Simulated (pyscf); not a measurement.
# Four-centre exchange: B–Cl [singlet] + hydrogen chloride (HCl) → B–Cl [singlet] + hydrogen chloride (HCl)

Gas phase, singlet surface, charge 0. Bonds broken: B1–Cl3, Cl2–H4. Bonds formed: B1–Cl2, Cl3–H4. Optimised with ωB97X-D3(BJ)/def2-SVP in PySCF. MP2 and CC: frozen core, UHF for open shells. ΔMP2 is the change of the MP2 total energy from the triple- to the quadruple-zeta basis.

Transition state (Å):

```xyz
4

B      0.0379    -0.8941     0.3036
Cl    -1.4482     0.2838     1.1955
Cl    -1.4050    -1.4581    -1.1073
H     -1.9427    -0.4789    -0.0478
```

One imaginary mode, 936i cm⁻¹; descent along it reached the two sides named.

| bond | change | reactant side (Å) | saddle | product side |
|---|---|---|---|---|
| B1–Cl3 | breaks | 1.727 | 2.095 | 3.4 |
| Cl2–H4 | breaks | 1.284 | 1.540 | 3.3 |
| B1–Cl2 | forms | 3.4 | 2.096 | 1.727 |
| Cl3–H4 | forms | 3.3 | 1.540 | 1.284 |

Electronic energies relative to the separated reactants (kcal/mol):

```
level                             barrier  reaction energy  reverse barrier
--------------------------------  -------  ---------------  ---------------
ωB97X-D3(BJ)/def2-TZVP               27.8              0.0             27.8
PBE/def2-TZVP                        17.3              0.0             17.3
r²SCAN/def2-TZVP                     20.1              0.0             20.1
B3LYP-D3(BJ)/def2-TZVP               25.5              0.0             25.5
PBE0-D3(BJ)/def2-TZVP                21.5              0.0             21.5
M06-2X/def2-TZVP                     26.2              0.0             26.2
ωB97M-D3(BJ)/def2-TZVP               28.6              0.0             28.6
HF/def2-TZVP                         48.6              0.0             48.6
MP2/def2-QZVPP                       26.9              0.0             26.9
CCSD/def2-TZVPP                      34.5              0.0             34.5
CCSD(T)/def2-TZVPP                   30.5              0.0             30.5
CCSD(T)/def2-TZVPP + ΔMP2(QZVPP)     29.4              0.0             29.4
```

With CCSD(T)/def2-TZVPP + ΔMP2(QZVPP) energies and thermal terms (ideal gas, 1 atm, RRHO with modes under 100 cm⁻¹ raised to 100, one conformer, R ln 2 for chiral ones without a mode under 150 cm⁻¹), in kcal/mol:

```
T (K)   ΔH‡   ΔG‡   ΔH   ΔG
-----  ----  ----  ---  ---
298    27.3  36.3  0.0  0.0
600    27.2  45.6  0.0  0.0
900    27.4  54.7  0.0  0.0
1200   27.7  63.8  0.0  0.0
```

One saddle was located; it need not be the lowest between these sides. The CCSD(T) − MP2 part came from Ansatz, without density fitting, on the same reference.
